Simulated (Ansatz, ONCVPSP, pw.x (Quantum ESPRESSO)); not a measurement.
## From atom to crystal: ONCV potential for tantalum

ONCVPSP 4.0.1.1 (patched build) input, shortened (lines: element, Z, core and valence counts, functional; n l f; lmax; l rc ep ncon nbas qcut; lloc lpopt rc5 dvloc0; l nproj debl; icmod fcfact rcfact), LDA (Perdew-Wang 92), scalar-relativistic:

```
  Ta 73.00   10    4  -001012      upf
    1    0    2.00
    2    0    2.00
    2    1    6.00
    3    0    2.00
    3    1    6.00
    3    2   10.00
    4    0    2.00
    4    1    6.00
    4    2   10.00
    4    3   14.00
    5    0    2.00
    5    1    6.00
    5    2    3.00
    6    0    2.00
    2
    0    1.50    0.00    4    8    6.20
    1    2.00    0.00    3    7    8.50
    2    2.35    0.00    4    9    6.70
    4    5    1.40    2.00
    0    2    3.10
    1    1    3.80
    2    1    3.10
    3    2.00    1.80
```

Atomic tests: cutoffs needed: 19 Ha and 70 Ha (the cutoffs (Ha) at which the residual kinetic energy of the hardest occupied pseudo-wave falls to 1 and 0.1 mHa per electron); ghost test: no bound ghost flagged; GHOST(+) flagged for s at 375.8 eV; largest excitation error: -44 meV (all-electron minus pseudo) for 5s2 5p6 5d2 6s0, out of 4 test configurations.

Crystal test: bcc Ta in pw.x 7.5, no spin, 14³ k-points, Fermi–Dirac smearing 0.01 Ry, cutoffs 165/660 Ry. The reference is all-electron LAPW (Ansatz 0.2.0) with the same functional, mesh and smearing; V0 and B0 come from Birch–Murnaghan fits to the pressures at five volumes. Errors are pseudo minus all-electron; Δ is the rms difference of the E(V) curves that follow from these fits, minima aligned, over ±6 % about the mean V0. Mesh and smearing are coarse, so the numbers serve the comparison and aren't converged zero-temperature values; the lattice is a test structure that the element need not adopt.

All-electron: a0 = 3.255 Å (V0 = 17.24 Å³/atom), B0 = 217.7 GPa.

Question: How far does the potential miss the all-electron equation of state?

Answer: mean pressure error (GPa): -3.67; a0 (Å): 3.236; a0 error (%): -0.56; B0 error (%): +1.0; Δ (meV/atom): 13.7. This is a poor potential for the solid.

| V (Å³/atom) | P all-electron (GPa) | P pseudo (GPa) |
| --- | --- | --- |
| 16.272 | 13.97 | 9.69 |
| 16.700 | 7.30 | 3.36 |
| 17.128 | 1.38 | -2.26 |
| 17.556 | -3.88 | -7.24 |
| 17.984 | -8.54 | -11.66 |

Question: At the middle volume, how do free energy and pressure move when the wave cutoff is lowered (ecutrho kept at four times it)?

Answer:

```
cutoff (Ry)  shift of F (meV/atom)  shift of P (GPa)
         74                  +19.9             +0.04
         99                  +11.4             -0.04
        132                   +7.6             -0.15
```

The run at the middle volume (104 k-points, 7 iterations) took about 2.6 min on one core of a shared host (Neoverse-N1, 64 threads, 124 GiB, load 54).
